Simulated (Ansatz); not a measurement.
## What each rung costs, and what it gives

Saddle point of CH6ClSi, doublet (CH₅ClSi ([CH3][SiH2][Cl]) + H → CH₅Si ([CH3][SiH2]) + HCl; bonds formed: Cl1–H4; bonds broken: Cl1–Si2), PBE0-D4/def2-TZVP structure:

```
9
angstrom
Cl 1.0848 0.3679 1.8732
Si -0.2274 -0.7722 0.2342
C -0.4062 0.4096 -1.1951
H 1.9038 1.1576 2.8252
H 0.5030 -2.0124 -0.1356
H -1.5299 -1.1102 0.8646
H -0.9015 1.3272 -0.8718
H 0.5737 0.6719 -1.5986
H -1.0004 -0.0395 -1.9961
```

Barriers are electronic and count from the start structure reached by relaxing down the imaginary mode. Spin–orbit coupling is left out.

Computed with Ansatz 0.2.0 (basis: as named in each row); correlated methods freeze the cores; orbitals are unrestricted. B3LYP uses VWN-RPA correlation. Extrapolation: Hartree–Fock as exp(−7.88 √X), correlation as X^−2.97.

Times are rough, for one single point on 4 threads of a shared host (Arm Neoverse N1).

The estimate by CCSD(T) at an estimated basis limit (MP2 extrapolated from triple and quadruple zeta, plus CCSD(T) − MP2 in triple zeta) is 21.40 kcal/mol.

```
      method       basis  time (s)  barrier (kcal/mol)  method less estimate
          HF      STO-3G   under 1               42.90                 21.50
      PBE-D4      STO-3G   under 1               12.95                 -8.45
       SPW92    def2-SVP   under 1                6.69                -14.71
    B3LYP-D4       6-31G         1                7.38                -14.02
      PBE-D4    def2-SVP         1               12.28                 -9.11
       SPW92  def2-TZVPP         2                6.31                -15.09
     PBE0-D4    def2-SVP         2               17.27                 -4.13
      PBE-D4  def2-TZVPP         3               11.99                 -9.41
     BLYP-D4  def2-TZVPP         3               11.46                 -9.94
    B3LYP-D4  def2-TZVPP         5               15.22                 -6.17
    BHLYP-D4  def2-TZVPP         5               21.35                 -0.05
     CCSD(T)    def2-SVP         6               25.23                  3.83
     PBE0-D4  def2-TZVPP         6               17.01                 -4.38
CAM-B3LYP-D4  def2-TZVPP         6               18.95                 -2.45
  RPA on PBE  def2-TZVPP         6               20.77                 -0.63
    PBE-QIDH  def2-TZVPP         6               23.14                  1.74
      B2PLYP  def2-TZVPP         7               19.74                 -1.66
     wB97M-V    def2-SVP         8               21.55                  0.15
   r2SCAN-D4  def2-TZVPP         8               14.03                 -7.37
  r2SCAN0-D4  def2-TZVPP         9               16.98                 -4.42
     wB97X-V  def2-TZVPP        12               23.23                  1.83
      B97M-V  def2-TZVPP        13               17.74                 -3.66
     wB97M-V  def2-TZVPP        14               21.99                  0.59
         MP2  def2-QZVPP        23               26.74                  5.34
     CCSD(T)  def2-TZVPP       170               22.56                  1.16
```

All methods are single points on the PBE0-D4 structures.

The T1 diagnostic stays at or below 0.017. ⟨S²⟩ of the unrestricted Hartree–Fock references: 0.75 to 0.80 (a pure state has 0.75). The unrestricted reference is spin-contaminated, which hurts MP2 most.

Radical steps of this kind take place in plasma deposition and etching.

Labels in which every atom is bracketed show which atoms are joined, not bond orders.
